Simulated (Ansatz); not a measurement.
Cost and result up the ladder for (LiH)2 ring (Li₂H₂) (4 atoms). Charge 0, multiplicity 1. Geometry: PBE-D4/def2-TZVP.

```tsv
atom	x (Å)	y (Å)	z (Å)
Li1	0.1906	-0.2627	-1.0944
H2	1.1879	-0.4816	0.3225
Li3	-0.1906	0.2627	1.0944
H4	-1.1878	0.4816	-0.3225
```

Ansatz on 4 threads of Intel Xeon on a shared host. Times are rough, and most runs start from the orbitals of an earlier one. ωB97M-V/def2-TZVP serves as the yardstick here, not as an exact answer. Differences are given only for rows in sets of like size (and for xTB, whose basis is part of the method), since another set adds its own error. Binding counts from free atoms at the same level (Li doublet, H doublet; other spins of the atoms weren't run), without zero-point energy or a counterpoise term.

B3LYP takes the VWN-RPA correlation. HSE06 is defined as in plane-wave codes, on full-range PBE exchange.

```json
{"level": "PBE0-D4/def2-TZVP", "functions": "40", "binding energy per atom (eV)": "1.66", "difference from ωB97M-V/def2-TZVP (eV)": "-0.15"}
{"level": "r2SCAN-D4/def2-TZVP", "functions": "40", "binding energy per atom (eV)": "1.70", "difference from ωB97M-V/def2-TZVP (eV)": "-0.11"}
{"level": "revPBE-D4/def2-TZVP", "functions": "40", "binding energy per atom (eV)": "1.67", "difference from ωB97M-V/def2-TZVP (eV)": "-0.13"}
{"level": "PBE-D4/def2-SVP", "functions": "28", "binding energy per atom (eV)": "1.70", "difference from ωB97M-V/def2-TZVP (eV)": "–"}
{"level": "HF/def2-TZVP", "functions": "40", "binding energy per atom (eV)": "1.21", "difference from ωB97M-V/def2-TZVP (eV)": "-0.59"}
{"level": "PBE-D4/def2-TZVP (with forces)", "functions": "40", "binding energy per atom (eV)": "1.67", "difference from ωB97M-V/def2-TZVP (eV)": "-0.14"}
{"level": "B3LYP-D4/6-31G", "functions": "22", "binding energy per atom (eV)": "1.73", "difference from ωB97M-V/def2-TZVP (eV)": "–"}
{"level": "HSE06-D4/def2-TZVP", "functions": "40", "binding energy per atom (eV)": "1.66", "difference from ωB97M-V/def2-TZVP (eV)": "-0.15"}
{"level": "r2SCAN-D4/def2-TZVPD", "functions": "52", "binding energy per atom (eV)": "1.71", "difference from ωB97M-V/def2-TZVP (eV)": "-0.09"}
{"level": "PBE0-D4/def2-TZVPD", "functions": "52", "binding energy per atom (eV)": "1.68", "difference from ωB97M-V/def2-TZVP (eV)": "-0.13"}
{"level": "LDA (SPW92)/def2-TZVP", "functions": "40", "binding energy per atom (eV)": "1.84", "difference from ωB97M-V/def2-TZVP (eV)": "0.04"}
{"level": "PBE0-D4/def2-SVP", "functions": "28", "binding energy per atom (eV)": "1.69", "difference from ωB97M-V/def2-TZVP (eV)": "–"}
{"level": "ωB97M-V/def2-TZVP", "functions": "40", "binding energy per atom (eV)": "1.81", "difference from ωB97M-V/def2-TZVP (eV)": "0.00"}
{"level": "HF/6-31G", "functions": "22", "binding energy per atom (eV)": "1.15", "difference from ωB97M-V/def2-TZVP (eV)": "–"}
```

Question: Estimate how long each takes.

Answer: HF/def2-TZVP 0.16 s; HF/6-31G 0.21 s; LDA (SPW92)/def2-TZVP 0.3 s; revPBE-D4/def2-TZVP 0.35 s; PBE-D4/def2-SVP 0.4 s; PBE-D4/def2-TZVP (with forces) 0.45 s; PBE0-D4/def2-SVP 0.45 s; B3LYP-D4/6-31G 0.46 s; PBE0-D4/def2-TZVP 0.46 s; HSE06-D4/def2-TZVP 0.5 s; PBE0-D4/def2-TZVPD 0.51 s; r2SCAN-D4/def2-TZVP 0.95 s; r2SCAN-D4/def2-TZVPD 0.96 s; ωB97M-V/def2-TZVP 1.1 s. On shared hardware such times vary by a factor of up to 3.
